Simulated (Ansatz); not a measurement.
Basis-set extrapolation for C8H18, SMILES `CCCC(C)(C)CC` (PBE0-D4/def2-TZVP geometry, frozen core, Ansatz 0.2.0). Multiplicity 1, RHF reference.

|  | def2-TZVPP | def2-QZVPP |
| --- | --- | --- |
| HF | -313.539854 | -313.554664 |
| MP2 correlation | -1.427770 | -1.514658 |
| CCSD(T) correlation | -1.576682 | not run |

Energies in hartree. Use E(X) = E(∞) + A·exp(−7.88·√X) for Hartree–Fock and E(X) = E(∞) + B·X^(−2.97) for correlation, with X = 3 and 4, and add CCSD(T) minus MP2 of the smaller set to the MP2 limit.

**Question.** What is the CCSD(T) energy at the basis-set limit?

**Answer.** HF limit: -313.554664 + (-0.014810) × 0.13774 = -313.55670. MP2 limit: -1.514658 + (-0.086888) × 0.74074 = -1.57902. Higher-order term: -1.576682 − (-1.427770) = -0.14891. Total: -315.28463 hartree, 105.5 kcal/mol below CCSD(T)/def2-TZVPP.
